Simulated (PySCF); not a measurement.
# Level sweep

Compound: sodium chloride, NaCl.
Numbering: `[Na:1][Cl:2]`

PySCF, dipoles from the SCF density, polarisabilities from static response with core orbitals frozen. Geometry: PBE0-D3(BJ)/def2-SVP; no solvent, vibrations or thermal averaging.

Reference dipole: 8.971 D (measured, gas; NIST CCCBDB Release 22 (SRD 101), experimental dipoles). Reference dipole: 9.007 D (computed, CCSD(T)/CBS, all electrons, equilibrium geometry, gas; Hait, Head-Gordon, J. Chem. Theory Comput. 14 (2018) 1969). Reference dipole: 9.002 D (measured, gas; Liu, Meijer, Perez-Rios, Phys. Chem. Chem. Phys. 22 (2020) 24191). Reference polarisability: 4.402 Å³ (computed, CCSD(T)/CBS, static electronic, isotropic average, equilibrium geometry, gas; Hait, Head-Gordon, Phys. Chem. Chem. Phys. 20 (2018) 19800). Errors are taken against the first value of each kind. The anisotropy is √(½[(α1 − α2)² + (α2 − α3)² + (α3 − α1)²]).

| level | μ (D) | error (%) | α (au) | error (%) | anisotropy (au) |
| --- | --- | --- | --- | --- | --- |
| LDA/def2-SVPD | 8.598 | -4.2 | 34.46 | +16.0 | 10.68 |
| PBE/def2-SVPD | 8.612 | -4.0 | 34.68 | +16.7 | 11.92 |
| B3LYP/def2-SVPD | 8.781 | -2.1 | 32.09 | +8.0 | 9.16 |
| PBE0/def2-SVPD | 8.895 | -0.8 | 30.27 | +1.9 | 6.86 |
| BHandHLYP/def2-SVPD | 9.010 | +0.4 | 28.46 | -4.2 | 5.57 |
| CAM-B3LYP/def2-SVPD | 8.905 | -0.7 | 30.00 | +1.0 | 6.56 |
| wB97X-D/def2-SVPD | 9.118 | +1.6 | 28.84 | -2.9 | 3.76 |
| LC-wPBE/def2-SVPD | 9.108 | +1.5 | 27.28 | -8.2 | 3.38 |
| HF/def2-SVPD | 9.327 | +4.0 | 25.24 | -15.0 | 2.07 |
| PBE0/def2-SVP | 8.218 | -8.4 | 22.88 | -23.0 | 12.14 |
| PBE0/6-31G* | 8.750 | -2.5 | 23.04 | -22.4 | 14.12 |
| PBE0/6-31+G* | 9.037 | +0.7 | 24.56 | -17.3 | 13.93 |
| PBE0/aug-cc-pVDZ | 8.850 | -1.4 | 29.95 | +0.8 | 8.04 |
| PBE0/def2-TZVP | 8.643 | -3.7 | 26.21 | -11.8 | 10.42 |
| PBE0/def2-TZVPD | 8.724 | -2.8 | 31.53 | +6.1 | 7.22 |
| PBE0/aug-cc-pVTZ | 8.795 | -2.0 | 31.48 | +6.0 | 7.42 |

For the dipole, the smallest error is 0.4% (BHandHLYP/def2-SVPD) and the largest 8.4% (PBE0/def2-SVP). For the polarisability, the smallest error is 0.8% (PBE0/aug-cc-pVDZ) and the largest 23.0% (PBE0/def2-SVP). The dipole runs from 8.22 D (PBE0/def2-SVP) to 9.33 D (HF/def2-SVPD). In one basis (def2-SVPD) the functionals order the polarisability from HF (lowest) to PBE (highest), a spread of 37%. With PBE0 the polarisability is 24.04 au without diffuse functions (mean of def2-SVP, 6-31G* and def2-TZVP) and 29.56 au with them (mean of 6-31+G*, def2-SVPD, aug-cc-pVDZ, def2-TZVPD and aug-cc-pVTZ). Measured values can belong to vibrating molecules; the computed ones are for one fixed geometry.
